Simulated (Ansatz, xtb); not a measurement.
## Ranking isomers of CH4AlO

4 gas-phase structures of CH4AlO, found in a search over its isomers (lower ones may exist). Each was relaxed with GFN2-xTB:

A. `C[O][AlH]`, a doublet
B. `[CH3][Al][OH]`, a doublet
C. `[CH2][O][AlH2]`, a doublet
D. `[CH2][AlH][OH]`, a doublet

Question: Estimate their order in r2SCAN-D4/def2-SVP//GFN2-xTB energy at these geometries, lowest first.

Answer: Calculated order at r2SCAN-D4/def2-SVP//GFN2-xTB: B (0.0), D (65.1), A (77.7), C (129.8) kJ/mol.

Energies above the lowest of each column, in kJ/mol; the last columns are at r2SCAN-D4/def2-SVP geometries and were run for some of them only (a dash: not run or not comparable):

| structure | GFN2-xTB | HF/STO-3G | r2SCAN-D4/def2-SVP//GFN2-xTB | r2SCAN-D4/def2-SVP | CCSD(T)/def2-SVP + ΔMP2/def2-TZVPP |
| --- | --- | --- | --- | --- | --- |
| B | 6.0 | 37.6 | 0.0 | 0.0 | 0.0 |
| D | 60.6 | 7.7 | 65.1 | 70.0 | 70.9 |
| A | 0.0 | 53.5 | 77.7 | 88.7 | 103.5 |
| C | 37.0 | 0.0 | 129.8 | – | – |

CCSD(T)/def2-SVP + ΔMP2/def2-TZVPP puts B lowest of those it was run on; GFN2-xTB picks A, HF/STO-3G picks C. Flexible structures stand in one conformer each, not always the lowest. Frequencies (r2SCAN-D4/def2-SVP) were run for A, B, D alone. The ΔMP2 step shifts differences by up to 20.6 kJ/mol, which makes them less sure. Open shells are spin-unrestricted. ΔMP2 is the change of the MP2 energy from the smaller to the larger basis.

Over these structures GFN2-xTB departs from r2SCAN-D4/def2-SVP//GFN2-xTB by 43.0 kJ/mol on average once a common shift is removed. A GFN2-xTB relaxation took about 0.18 s and the r2SCAN-D4/def2-SVP//GFN2-xTB energy about 4.4 s on a shared host (Ansatz 0.2.0, xtb 6.7.1).
